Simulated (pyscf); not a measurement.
# Addition across a multiple bond or ene-type step: H₂Si=Se + hydrogen chloride (HCl) → Cl–SiH₂–SeH

Gas phase, singlet surface, charge 0. Bonds broken: Cl5–H6. Bonds formed: Se1–H6, Si2–Cl5. PySCF, gas phase, ωB97X-D3(BJ)/def2-SVP geometries. Correlated levels are frozen-core, on RHF or UHF. ΔMP2 is the change of the MP2 total energy from the triple- to the quadruple-zeta basis.

Transition state (Å):

```xyz
6

Se    -0.1049     0.9763     1.7322
Si     0.3127     0.7756    -0.3442
H      1.6748     0.8652    -0.9321
H     -0.6943     0.9742    -1.4190
Cl     0.1760    -1.6725    -0.2269
H     -0.0431    -1.0299     0.9837
```

One imaginary mode, 412i cm⁻¹; descent along it reached the two sides named, in the forms told below.

```csv
bond,change,reactant side (Å),saddle,product side
Cl5–H6,breaks,1.290,1.388,3.7
Se1–H6,forms,3.2,2.142,1.467
Si2–Cl5,forms,2.9,2.455,2.065
```

Electronic energies relative to the separated reactants (kcal/mol):

```csv
level,barrier,reaction energy,reverse barrier
ωB97X-D3(BJ)/def2-TZVP,-3.4,-51.9,48.5
PBE/def2-TZVP,-4.4,-44.8,40.4
r²SCAN/def2-TZVP,-4.1,-48.0,43.8
B3LYP-D3(BJ)/def2-TZVP,-1.4,-46.3,44.8
PBE0-D3(BJ)/def2-TZVP,-5.0,-49.2,44.2
M06-2X/def2-TZVP,-2.3,-47.8,45.5
ωB97M-D3(BJ)/def2-TZVP,-1.6,-48.0,46.4
HF/def2-TZVP,10.4,-46.1,56.5
MP2/def2-QZVPP,-2.7,-47.8,45.1
CCSD/def2-TZVPP,3.2,-45.8,49.0
CCSD(T)/def2-TZVPP,1.6,-45.2,46.7
CCSD(T)/def2-TZVPP + ΔMP2(QZVPP),0.5,-46.0,46.6
```

With CCSD(T)/def2-TZVPP + ΔMP2(QZVPP) energies and thermal terms (ideal gas, 1 atm, RRHO with modes under 100 cm⁻¹ raised to 100, one conformer, R ln 2 for chiral ones without a mode under 150 cm⁻¹), in kcal/mol:

```tsv
T (K)	ΔH‡	ΔG‡	ΔH	ΔG
298	-0.2	9.6	-44.5	-35.4
600	-0.2	19.5	-44.2	-26.2
900	0.1	29.3	-43.5	-17.4
1200	0.6	38.9	-42.7	-8.8
```

On the reactant side the descent ends in a complex, 6.5 kcal/mol under the separated species and 3.1 kcal/mol under the saddle at ωB97X-D3(BJ)/def2-TZVP. At ωB97X-D3(BJ)/def2-TZVP, PBE, r²SCAN, B3LYP-D3(BJ), PBE0-D3(BJ), M06-2X, ωB97M-D3(BJ)/def2-TZVP, MP2 the saddle lies under the separated reactants, which points to a path from their complex (located at ωB97X-D3(BJ) alone). This is the saddle that the search found; another between the same sides may lie lower. The CCSD(T) − MP2 part came from Ansatz, without density fitting, on the same reference. The frozen core leaves the outer d or s,p core shells of the metals and heavy elements correlated in the MP2 and CC values, and def2-TZVPP describes them poorly, which can shift differences by a few kcal/mol. Elements up to Kr have no core potential and no relativistic terms here.
